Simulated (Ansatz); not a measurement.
The cation of BH3 (`B`) at the neutral geometry.

```yaml
crystal:
  periodic: [false, false, false]
  atoms:
    - {symbol: B, position_ang: [0.013912, -0.015086, -0.005132]}
    - {symbol: H, position_ang: [0.982175, 0.381680, 0.568804]}
    - {symbol: H, position_ang: [-0.276153, -1.171766, 0.042973]}
    - {symbol: H, position_ang: [-0.664435, 0.744871, -0.626945]}
basis:
  gaussian: {orbitals: def2-TZVPP}
total_charge: 1
magnetization: {spin_polarized: true, initial_magnetization: 1}
hamiltonian: {xc: pbe0, dispersion: d4}
```

```sh
$ ansatz run in.yaml --threads 2 --pin off --events-out ev --progress --plain
```

It prints (some lines left out):

```
Functional definition: PBE0
346 factors; their error is unknown
mean field evaluation 1: about -708.9827 eV, gradient 1.2e1 eV
mean field evaluation 2: about -709.7276 eV, gradient 4.7e0 eV
mean field evaluation 4: about -709.8631 eV, gradient 1.5e-1 eV
mean field evaluation 8: about -709.8558 eV, gradient 1.6e-2 eV
mean field evaluation 16: about -709.8558 eV, gradient 2.8e-3 eV
mean field -709.88111669 eV, -26.0876498636 hartree, gradient 1.1e-5 eV, S^2 0.756576; 5 other end points of the search recorded, 0 dependent functions left out
reference -709.88113819 eV, -26.0876506539 hartree; 4, 3 occupied and 69, 70 virtual orbitals, 346 factors
Total energy: -709.88828650 eV, -26.0879133491 hartree
```

Hardware: 2 threads of a server CPU on a shared host. Wall time 2.8 s, peak host memory 0.12 GiB.
